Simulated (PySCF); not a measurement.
Diethyl ketone, C5H10O.
Numbering: `[CH3:1][CH2:2][C:3](=[O:4])[CH2:5][CH3:6]` (hydrogens: H7, H8, H9 on C1; H10, H11 on C2; H12, H13 on C5; H14, H15, H16 on C6)

Computed by this run: PBE0-D3(BJ)/def2-SVP geometry optimisation, gas phase (PySCF); density fitting, grid level 1; the optimiser is geomeTRIC in internal coordinates, started from an MMFF94s structure.

Step 0: E = -7381.6882 eV
```
atom  x, y, z in Å  |  force x, y, z in eV/Å
C1      2.5295   -0.3262    0.2143   -0.098   0.014  -0.106
C2      1.1950   -0.1468   -0.4866    0.325  -0.054   0.952
C3      0.0351   -0.0073    0.4856    0.167  -0.034   1.281
O4      0.1932   -0.0403    1.7050   -0.244   0.051  -1.889
C5     -1.3333    0.1757   -0.1500   -0.073  -0.002   1.005
C6     -2.4438    0.3083    0.8764    0.066  -0.005  -0.129
H7      3.3356   -0.4226   -0.5195    0.167  -0.021  -0.116
H8      2.7537    0.5306    0.8584    0.019   0.077   0.131
H9      2.5273   -1.2247    0.8403   -0.002  -0.082   0.130
H10     1.0001   -1.0123   -1.1286   -0.204  -0.063  -0.343
H11     1.2277    0.7526   -1.1103   -0.179   0.119  -0.342
H12    -1.3024    1.0753   -0.7735    0.111   0.082  -0.380
H13    -1.5300   -0.6895   -0.7917    0.085  -0.100  -0.382
H14    -3.4096    0.4380    0.3785   -0.190   0.025  -0.068
H15    -2.2759    1.1722    1.5280    0.036   0.075   0.129
H16    -2.5023   -0.5830    1.5099    0.015  -0.084   0.128
```

Step 1: E = -7381.7310 eV
```
atom  x, y, z in Å  |  force x, y, z in eV/Å
C1      2.5255   -0.3749    0.2204    0.028   0.037  -0.026
C2      1.1994   -0.1269   -0.4732    0.124  -0.217   0.002
C3      0.0471    0.0912    0.4821    0.059   0.433  -0.129
O4      0.2275    0.2556    1.6638   -0.019  -0.164   0.190
C5     -1.3292    0.1959   -0.1366   -0.165  -0.178   0.056
C6     -2.4509    0.2599    0.8827   -0.024   0.042  -0.018
H7      3.3361   -0.4963   -0.5141   -0.017  -0.009   0.027
H8      2.7892    0.4532    0.8935   -0.043   0.005  -0.007
H9      2.4762   -1.2866    0.8347    0.020   0.021  -0.001
H10     0.9445   -0.9736   -1.1355   -0.024   0.078  -0.055
H11     1.2451    0.7621   -1.1310   -0.014  -0.063   0.007
H12    -1.3216    1.0899   -0.7891    0.000  -0.065   0.006
H13    -1.4706   -0.6651   -0.8141    0.029   0.071  -0.060
H14    -3.4271    0.3665    0.3859    0.021  -0.013   0.022
H15    -2.3195    1.1047    1.5738    0.039  -0.004  -0.018
H16    -2.4717   -0.6556    1.4929   -0.014   0.026   0.004
```

**Question.** Estimate the geometry and energy of step 2. (The exact step hangs on the optimiser's Hessian estimate; all steps are aligned on step 1, rigid shifts and turns removed.)

**Answer.** E = -7381.7409 eV, largest force 0.072 eV/Å
```
atom  x, y, z in Å  |  force x, y, z in eV/Å
C1      2.5263   -0.3731    0.2223   -0.004   0.016  -0.013
C2      1.2029   -0.1316   -0.4771    0.034   0.002   0.064
C3      0.0477    0.0996    0.4774   -0.028  -0.049   0.005
O4      0.2188    0.2211    1.6675    0.021  -0.031  -0.030
C5     -1.3341    0.1917   -0.1391   -0.019   0.004   0.049
C6     -2.4499    0.2619    0.8851    0.005   0.015  -0.016
H7      3.3421   -0.4942   -0.5051   -0.001   0.000   0.002
H8      2.7760    0.4622    0.8914   -0.010   0.003   0.001
H9      2.4809   -1.2798    0.8431    0.003   0.005   0.008
H10     0.9419   -0.9692   -1.1475   -0.023   0.019   0.002
H11     1.2540    0.7556   -1.1341    0.002  -0.002  -0.035
H12    -1.3318    1.0850   -0.7900   -0.015   0.000  -0.036
H13    -1.4695   -0.6621   -0.8258    0.021   0.013  -0.008
H14    -3.4293    0.3696    0.3968    0.002   0.000   0.000
H15    -2.3046    1.1109    1.5678    0.011   0.000  -0.003
H16    -2.4714   -0.6476    1.5032    0.001   0.006   0.008
```

The energy changes by -0.0099 eV. The first-order estimate −F·Δx gives -0.0183 eV and the mean of the old and new forces, exact on a quadratic surface, -0.0098 eV. The step makes an angle of 61° with the force vector and moves no atom by more than 0.036 Å.

The cost below is that of the whole optimisation. Time: 57 s wall; peak memory 0.53 GiB. Hardware: an Intel Xeon at 2.30 GHz with one thread, shared host.
